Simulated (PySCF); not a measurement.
Species: 3-methoxy-1-propanol, C4H10O2.
Numbering: `[CH3:1][O:2][CH2:3][CH2:4][CH2:5][OH:6]` (hydrogens: H7, H8, H9 on C1; H10, H11 on C3; H12, H13 on C4; H14, H15 on C5; H16 on O6)

The same species was optimised twice, with GFN2-xTB and with PBE0-D3(BJ)/def2-SVP (PySCF), and the same property calculations (PySCF, gas phase) were run on both structures.

```json
{"coordinate": "C1–O2 (Å)", "GFN2-xTB": "1.403", "PBE0-D3(BJ)/def2-SVP": "1.391", "change": "-0.012"}
{"coordinate": "C3–C4 (Å)", "GFN2-xTB": "1.523", "PBE0-D3(BJ)/def2-SVP": "1.512", "change": "-0.011"}
{"coordinate": "O2–C3 (Å)", "GFN2-xTB": "1.410", "PBE0-D3(BJ)/def2-SVP": "1.399", "change": "-0.011"}
{"coordinate": "C4–C5 (Å)", "GFN2-xTB": "1.531", "PBE0-D3(BJ)/def2-SVP": "1.521", "change": "-0.010"}
{"coordinate": "C5–O6 (Å)", "GFN2-xTB": "1.408", "PBE0-D3(BJ)/def2-SVP": "1.403", "change": "-0.005"}
{"coordinate": "C3–C4–C5 (°)", "GFN2-xTB": "111.4", "PBE0-D3(BJ)/def2-SVP": "113.4", "change": "+2.0"}
{"coordinate": "C1–O2–C3 (°)", "GFN2-xTB": "113.0", "PBE0-D3(BJ)/def2-SVP": "113.5", "change": "+0.5"}
{"coordinate": "O2–C3–C4 (°)", "GFN2-xTB": "109.0", "PBE0-D3(BJ)/def2-SVP": "109.2", "change": "+0.2"}
{"coordinate": "C4–C5–O6 (°)", "GFN2-xTB": "112.7", "PBE0-D3(BJ)/def2-SVP": "112.8", "change": "+0.1"}
{"coordinate": "C1–O2–C3–C4 (°)", "GFN2-xTB": "-178", "PBE0-D3(BJ)/def2-SVP": "-178", "change": "0"}
{"coordinate": "O2–C3–C4–C5 (°)", "GFN2-xTB": "66", "PBE0-D3(BJ)/def2-SVP": "62", "change": "-4"}
{"coordinate": "C3–C4–C5–O6 (°)", "GFN2-xTB": "180", "PBE0-D3(BJ)/def2-SVP": "178", "change": "-2"}
```

Rotational constants: A = 10531, B = 1465, C = 1375 MHz (GFN2-xTB) against A = 10663, B = 1471, C = 1378 MHz (PBE0-D3(BJ)/def2-SVP). Point groups within 0.08 Å: C1 and C1.

On the GFN2-xTB structure: isotropic polarisability (au) 61.0 [CAM-B3LYP/def2-SVPD]; HOMO (eV) -8.92 [CAM-B3LYP/def2-SVPD]; LUMO (eV) 1.34 [CAM-B3LYP/def2-SVPD]; dipole (D) 2.29 [CAM-B3LYP/def2-SVPD].

**Question.** What do these properties become on the PBE0-D3(BJ)/def2-SVP structure?

**Answer.** 
```csv
property,level,on GFN2-xTB,on PBE0-D3(BJ)/def2-SVP,change
isotropic polarisability (au),CAM-B3LYP/def2-SVPD,61.0,61.5,+0.5
HOMO (eV),CAM-B3LYP/def2-SVPD,-8.92,-8.95,-0.03
LUMO (eV),CAM-B3LYP/def2-SVPD,1.34,1.33,-0.01
dipole (D),CAM-B3LYP/def2-SVPD,2.29,2.22,-0.07
"energy, GFN2-xTB geometry as zero (kcal/mol)",CAM-B3LYP/def2-SVPD,0.0,-0.1,-0.1
```

The heavy atoms differ by 0.022 Å rms after alignment. Among bonds between heavy atoms C1–O2, O2–C3 and C3–C4 change most and about equally (-0.012 to -0.011 Å). Changes are differences of the printed values. Neither structure is proved a minimum here.

The values belong to the conformer `[CH3:1][O:2][CH2:3][CH2:4][CH2:5][OH:6]`: C1–O2–C3–C4 -178°, O2–C3–C4–C5 62°, C3–C4–C5–O6 178°, H–O6–C5–C4 65°.
